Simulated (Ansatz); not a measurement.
System: cuprite Cu₂O. Method: HSE06 (plane waves, PAW; Ansatz, a first-principles code).

Total energies, extrapolated to zero smearing (they compare only within this program, potentials and cutoff; free atoms with spin allowed, lowest state found):

| system | energy (eV/atom) |
|---|---|
| cuprite Cu₂O, relaxed | -4604.8412 |
| free Cu atom | -6621.0954 |
| free O atom | -561.9592 |

Task: Work out the cohesive energy per atom.

Result: E_coh = [2 × (-6621.0954) + 1 × (-561.9592)]/3 − (-4604.8412) = 3.46 eV/atom. The reference value is 3.79 ± 0.03 eV/atom (derived here from tabulated measurements, copied from a table, unchecked, brought to a static lattice with a Debye model, atoms in their spin–orbit ground levels; inputs from the CRC Handbook), a difference of -0.33 eV/atom.

The PAW data were made under PBE.
